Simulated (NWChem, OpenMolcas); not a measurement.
C4H4O (furan): the dipole moment, rung by rung

C4H4O: 9 atoms, total charge 0, spin state singlet. SMILES: `c1ccoc1`. Geometry: relaxed at PBE0-D4/def2-TZVP.

Each level gives the dipole moment (D). The values are calculated.

Measured value to compare with: NIST CCCBDB gives the dipole moment of the gas as 0.66 D.

| level | kind | program | value (D) | computed − measured |
| --- | --- | --- | --- | --- |
| HF/def2-SVP | Hartree–Fock | NWChem | 0.77 | +0.11 |
| SVWN5/def2-SVP | LDA | OpenMolcas | 0.49 | -0.17 |
| BLYP/def2-SVP | GGA | OpenMolcas | 0.46 | -0.20 |
| TPSS/def2-SVP | meta-GGA | NWChem | 0.49 | -0.17 |
| r2SCAN/def2-SVP | meta-GGA | OpenMolcas | 0.53 | -0.13 |
| B3LYP/def2-SVP | global hybrid | OpenMolcas | 0.55 | -0.11 |
| M06-2X/def2-SVP | hybrid meta-GGA | NWChem | 0.58 | -0.08 |
| CAM-B3LYP/def2-SVP | range-separated hybrid | NWChem | 0.56 | -0.10 |

Nearest: M06-2X/def2-SVP (-0.08 D); farthest: BLYP/def2-SVP (-0.20 D). The measured dipole is a vibrational average, so differences of a few hundredths of a debye mean little. Computed less measured by kind, in D (def2-SVP rows): Hartree–Fock +0.11; LDA -0.17; GGA -0.20; meta-GGA -0.17 to -0.13; global hybrid -0.11 to -0.08; range-separated hybrid -0.10. Magnitudes only: a small dipole may point the other way at some levels.
